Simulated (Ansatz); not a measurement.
**Two-coordinate energy map**

CH4NS (SMILES NC=[SH+]) (charge +1), singlet, PBE0-D4/def2-TZVP minimum:

N1  (-0.800, 0.333, -0.688)
C2  (-0.007, -0.078, 0.249)
S3  (1.656, -0.258, 0.053)
H4  (-1.793, 0.424, -0.517)
H5  (-0.472, 0.578, -1.615)
H6  (-0.460, -0.314, 1.208)
H7  (1.875, -0.686, 1.310)
(Å)

Rows set the bond length C2–H6 (Å; 1.086 at the minimum), columns the angle H6–C2–N1 (°; 116.9), set in this order; the parts move rigidly, in a bend the first-named atom's side turns in the plane, and in a torsion the whole end group turns. CCSD(T) energies count from the value at that structure, in kcal/mol. Computed with Ansatz 0.2.0 (basis: def2-TZVPP); correlated methods freeze the cores.

```tsv
C2–H6 \ H6–C2–N1	92.9	100.9	108.9	116.9	124.9	132.9	140.9
0.978	22.05	12.78	7.40	5.63	7.28	12.20	20.34
1.009	18.87	9.68	4.37	2.65	4.32	9.25	17.39
1.056	16.22	7.18	1.99	0.34	2.05	6.99	15.11
1.110	15.71	6.86	1.81	?	2.00	6.94	15.04
1.170	17.48	8.86	3.98	2.52	4.31	9.24	17.30
1.235	21.32	12.97	8.29	6.95	8.77	13.68	21.67
1.304	26.84	18.80	14.34	13.12	14.98	19.84	27.75
```

Task: Fill in the withheld cells. (To be estimated.)

Result: Computed: (1.110, 116.9): 0.25 kcal/mol. These count from the CCSD(T) energy at the PBE0-D4 minimum.

The same grid for a cheaper method: HF − CCSD(T), both counted from the minimum, in kcal/mol:
```csv
C2–H6 \ H6–C2–N1,92.9,100.9,108.9,116.9,124.9,132.9,140.9
0.978,0.94,0.00,-0.56,-0.75,-0.57,0.00,1.00
1.009,1.16,0.20,-0.38,-0.57,-0.39,0.19,1.21
1.056,1.54,0.55,-0.04,-0.24,-0.06,0.53,1.57
1.110,2.06,1.03,0.42,0.21,0.39,0.99,2.06
1.170,2.74,1.67,1.03,0.81,0.99,1.61,2.70
1.235,3.59,2.47,1.80,1.57,1.75,2.39,3.51
1.304,4.63,3.45,2.75,2.50,2.69,3.35,4.50
```

The T1 diagnostic stays at or below 0.018.

For scale, one of the runs: CCSD(T)/def2-TZVPP, 160 basis functions (an equivalent command: `ansatz run in.yaml --threads 2`). Hardware: 2 CPU threads, shared host. Wall time 19 s; peak host memory 1.2 GiB.
